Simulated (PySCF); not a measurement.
Carbon: a sound run and one with changed settings

Sound run: C [He] 2s2 2p2, C⁺ [He] 2s2 2p1. All numbers are calculated (PySCF 2.14, the non-relativistic Hamiltonian (point nucleus), in cc-pVDZ (3s2p1d, 14 functions)). In the sound run the correlated levels freeze 1s2. The sound run starts from symmetry-adapted Hartree-Fock orbitals and uses a fine grid where one is needed.

A second run was set up differently.

```
species   method  sound run (hartree)  changed run (hartree)  converged
      C      MP2            -37.73831              -37.69207        yes
      C  CCSD(T)            -37.76038              -37.69417        yes
```

Ionisation energy of C:

```
 method  sound run (eV)  changed run (eV)
    UHF          10.803            10.803
    MP2          11.088            10.954
SCS-MP2          10.982            10.854
   CCSD          10.972            11.011
CCSD(T)          10.979            11.011
  CCSDT             n/a            11.011
    FCI             n/a            11.011
```

Question: What was changed?
A. a valence shell is frozen
B. basis contracted for another Hamiltonian
C. minimal basis
D. too few SCF iterations

Answer: A. Freezing a valence shell removes pair correlation that changes on ionisation.
